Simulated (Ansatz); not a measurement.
bcc Na

The numbers are results of PBE0 (plane waves, PAW; Ansatz, a quantum-chemistry and plane-wave program), not measurements.

Run with plane-wave cutoff 460 eV, 10×10×10 k mesh, Fermi–Dirac smearing 0.05 eV, scalar-relativistic PAW data made under PBE.

Cell (relaxed at this level):

```
Na
1.0
   -2.11316     2.11316     2.11316
    2.11316    -2.11316     2.11316
    2.11316     2.11316    -2.11316
Na
1
Direct
  0.00000   0.00000   0.00000
```

```
Property                                       Value
------------------------------------------  --------
bulk modulus                                7.55 GPa
pressure derivative B′ of the bulk modulus       3.6
```

Measured, for comparison: bulk modulus 7.9 GPa (0 K value with the zero-point phonon effect removed, our sources range from 7.63 to 7.91; as tabulated in Mejia-Rodriguez and Trickey (2018), arXiv:1807.09216). Computed (rounded) less measured: bulk modulus -4 % (-1 % to -5 % over the range).

Static lattice: no zero-point or thermal effects.
